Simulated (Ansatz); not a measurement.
Density of states of KCl (Fm-3m, a = 6.293 Å, b = 6.293 Å, c = 6.293 Å, α = 90.00°, β = 90.00°, γ = 90.00°), in states per eV and primitive cell, averaged over bins of 0.5 eV. Theory: Ansatz, DFT r2SCAN, scalar-relativistic, plane waves, PAW.

Cutoff 500 eV; k points 6×6×6 on the computed 2-atom cell (Γ-centred); Gaussian smearing, width 0.02 eV; no spin polarisation.

The cell is relaxed at this level. The states (both spins) are summed by tetrahedra on a 9×9×9 mesh at the self-consistent density. Energies are bin centres; the table starts no lower than −8 eV and ends at 6 eV, or lower where the solved bands end.

The gap is 5.83 eV at this level, with the zero inside it.

```
E − E_F (eV) total Cl 3p K 4s Cl 3s K 3p
       -3.70   3.69   3.39  0.24   0.01  0.03
       -3.20   8.25   8.10  0.02   0.00  0.05
       -2.70   0.07   0.07  0.00   0.00  0.00
       -2.20   0.00   0.00  0.00   0.00  0.00
       -1.70   0.00   0.00  0.00   0.00  0.00
       -1.20   0.00   0.00  0.00   0.00  0.00
       -0.70   0.00   0.00  0.00   0.00  0.00
       -0.20   0.00   0.00  0.00   0.00  0.00
        0.30   0.00   0.00  0.00   0.00  0.00
        0.80   0.00   0.00  0.00   0.00  0.00
        1.30   0.00   0.00  0.00   0.00  0.00
        1.80   0.00   0.00  0.00   0.00  0.00
        2.30   0.00   0.00  0.00   0.00  0.00
        2.80   0.00   0.00  0.00   0.00  0.00
        3.30   0.08   0.00  0.06   0.01  0.00
        3.80   0.18   0.01  0.14   0.02  0.00
        4.30   0.55   0.02  0.23   0.03  0.00
        4.80   1.33   0.04  0.39   0.04  0.00
        5.30   2.56   0.05  0.53   0.03  0.00
```

The columns after the total are the Löwdin projections on the occupied valence shells of the potentials. The rest of the total lies in shells that are empty in the free atom, which aren't projected, and between the atoms.